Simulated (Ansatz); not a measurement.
Species: NH2 (charge 0, doublet). SMILES: [NH2]
Geometry: optimised at B3LYP-D3(BJ)/def2-TZVP (Ansatz, a program for electronic structure).

Quantity: enthalpy of formation at 298 K, in kcal/mol. Conventions: dispersion terms only where a functional's name holds one; spin-orbit terms left out; non-relativistic; open shells spin-unrestricted; LANL2DZ all-electron up to Ne; six Cartesian d functions in 6-31G* and its kin unless marked 5d; frozen cores in correlated levels. CBS(X,Y): correlation extrapolated as X^-3; Hartree-Fock from the larger set (for Q and 5 zeta extrapolated as (X+1)exp(-9√X)). Ab initio and DFT rows: single points at B3LYP-D3(BJ) geometries (Ansatz), with unscaled harmonic terms from B3LYP/6-31G* at its own minima, enthalpies of formation by atomisation with measured atoms.

Measured values: G2/97 table in ASE (Curtiss et al.), the entry of H2N doubted and unchecked; they hold spin-orbit and core effects, anharmonicity. 

Value to compare with, the measured value: 45.1 kcal/mol.

```csv
level,program,enthalpy of formation at 298 K (kcal/mol),error
HF/STO-3G,Ansatz,110.7,65.6
HF/3-21G,Ansatz,134.5,89.4
SVWN5/6-31G*,Ansatz,26.6,-18.5
B3LYP/STO-3G,Ansatz,37.3,-7.8
B3LYP/LANL2DZ,Ansatz,56.0,10.9
B3LYP/6-31G*,Ansatz,46.6,1.5
B3LYP/cc-pVDZ,Ansatz,47.7,2.6
r2SCAN-D4/def2-TZVPD,Ansatz + dftd4,44.5,-0.6
"CCSD(T)/CBS(cc-pVQZ,cc-pV5Z)",Ansatz,44.8,-0.3
```

Among the 7 habitual levels, HF/3-21G lies farthest from the measured value (89.4 kcal/mol) and B3LYP/6-31G* nearest (1.5); 5 of 7 lie above it, and their mean absolute error is 28.0 kcal/mol, the median 10.9. One case shows no general order.

The levels are drawn from those run, B3LYP/6-31G* more often than the rest, none by its result; runs whose electronic state is in doubt are left out.
